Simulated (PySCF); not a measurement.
Al: ionisation energy

Al [Ne] 3s2 3p1 (2P) → Al+ [Ne] 3s2 (1S), as a difference of total energies. All numbers are calculated (PySCF 2.14, the spin-free X2C one-electron Hamiltonian (Gaussian nucleus), in ANO-RCC-VTZP (5s4p2d1f, 34 functions)). Correlated levels: valence: [Ne] frozen; valence and next inner shell: 1s2 frozen. The calculations carry no spin-orbit coupling.

```
                                method  ionisation energy (eV)  plus first-order spin-orbit estimate  error of that sum (eV)
                                   UHF                   5.590                                 5.598                  -0.388
                                   LDA                   6.006                                 6.014                  +0.028
                                   PBE                   6.060                                 6.067                  +0.081
                                  PBE0                   6.084                                 6.092                  +0.106
                                r2SCAN                   6.165                                 6.173                  +0.187
                                 wB97X                   5.925                                 5.933                  -0.053
                                 TPSSh                   6.148                                 6.155                  +0.169
                                  MN15                   5.616                                 5.624                  -0.362
                             BHandHLYP                   5.881                                 5.889                  -0.097
                         MP2 (valence)                   5.812                                 5.820                  -0.166
                     SCS-MP2 (valence)                   5.798                                 5.806                  -0.180
    MP2 (valence and next inner shell)                   5.788                                 5.796                  -0.190
SCS-MP2 (valence and next inner shell)                   5.780                                 5.788                  -0.198
```

Reference: 5.986 eV (measured; NIST Atomic Spectra Database, ionization energies).

A first-order spin-orbit estimate (lowest level to lowest level, LS coupling) adds 0.008 eV.

Errors of the correlated levels include the incompleteness of this basis and the frozen core.
